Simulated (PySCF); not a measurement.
A species of formula C4H7FS has this rotational fingerprint, computed with CAM-B3LYP/def2-SVPD in PySCF (dipole) on a GFN2-xTB geometry, gas phase:

```
Rotational constants : A = 5447, B = 2219, C = 1738 MHz
Dipole components    : |μa| = 2.02 D, |μb| = 1.85 D, |μc| = 0.58 D
Inertial defect      : -29.70 u·Å²
κ                    : -0.74
```

Question: Which structure is it? (One computed conformer of each.)
A. `[CH3:1][C@:2]1([CH2:3][F:4])[CH2:5][S:6]1` with C1–C2–C3–F4 -64°
B. `[C@@H]1(F)C[C@H](S1)C`

Answer: B. It is C[C@@H]1C[C@@H](F)S1, an asymmetric top, point group C1. The candidates at the same level (rigid rotor, commonest isotopes):

| SMILES | A (MHz) | B (MHz) | C (MHz) | μa (D) | μb (D) | μc (D) | Δ (u·Å²) | point group | rotor |
| --- | --- | --- | --- | --- | --- | --- | --- | --- | --- |
| C[C@]1(CF)CS1 | 4876 | 2019 | 1793 | 0.14 | 0.47 | 0.30 | -72.10 | C1 | asymmetric top |
| C[C@@H]1C[C@@H](F)S1 | 5447 | 2219 | 1738 | 2.02 | 1.85 | 0.58 | -29.70 | C1 | asymmetric top |

`C[C@]1(CF)CS1` has A 10 % too low. No structure here is proved a minimum.
